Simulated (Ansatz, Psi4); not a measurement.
NClO (nitrosyl chloride): a line through the functionals

NClO: 3 atoms, total charge 0, spin state singlet. SMILES: `O=NCl`. Geometry: relaxed at PBE0-D4/def2-TZVP.

The HOMO–LUMO gap y, in eV, basis cc-pVTZ; a is the functional's share of exact exchange. Programs: Ansatz 0.2.0, Psi4 1.11.

| functional | program | a | y (eV) |
| --- | --- | --- | --- |
| revPBE | Psi4 | 0 | 2.55 |
| PBE | Psi4 | 0 | 2.52 |
| TPSSh | Psi4 | 0.1 | ? |
| B3LYP | Psi4 | 0.2 | 4.46 |
| PBE0 | Psi4 | 0.25 | 4.98 |
| r2SCAN0 | Ansatz | 0.25 | 5.25 |
| BHLYP | Psi4 | 0.5 | 7.56 |

Q: Fit y = c + s·a to the known rows and predict TPSSh.

A: 
1. Means of the 6 rows: a = 0.2000, y = 4.553.
2. Σ(Δa)² = 0.175, Σ(Δa·Δy) = 1.7655, so the slope is 1.7655/0.175 = 10.089.
3. Intercept: 4.553 − (10.089) × 0.2000 = 2.535. The largest residual of the fit is 0.19.
4. TPSSh: 2.535 + (10.089) × 0.1 = 3.54 eV.

The run gave 3.66 eV, so the prediction is off by -0.12 eV, within the largest residual. Exact exchange lowers occupied levels and raises empty ones. The rows mix families of semi-local functionals, which the line can't see.
